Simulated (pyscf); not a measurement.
# Routes from O=PH + water (H₂O)

Candidate steps break at most two bonds and form at most two. Each was searched with GFN2-xTB (tblite) first. PySCF, gas phase, ωB97X-D3(BJ)/def2-SVP geometries. Energies: ωB97M-D3(BJ)/def2-TZVP, kJ/mol, from the separated reactants, singlet surface; ΔG‡ with ideal gas, 1 atm, RRHO with modes under 100 cm⁻¹ raised to 100, one conformer, R ln 2 for chiral ones without a mode under 150 cm⁻¹.

```tsv
products	type	ΔE‡	ΔE	ΔG‡ 298 K	ΔG‡ 900 K	ν‡ (cm⁻¹)
HO–PH–OH	addition across a multiple bond or ene-type step	11.7	-165.9	55.2	147.8	1326i
O=P–OH + H₂	four-centre exchange	84.0	-130.6	121.2	209.4	1582i
```

Row 1: On the reactant side the descent ends in a bound adduct, 41.9 kJ/mol under the separated species and 49.7 kJ/mol under the saddle at ωB97X-D3(BJ)/def2-TZVP. Row 2: On the reactant side the descent ends in a complex (not fully relaxed), 32.4 kJ/mol under the separated species and 116.9 kJ/mol under the saddle at ωB97X-D3(BJ)/def2-TZVP. 

Plain bond fissions and candidates not yet searched are not listed, and one of them may be faster. Each barrier is that of the saddle found; lower ones may exist.
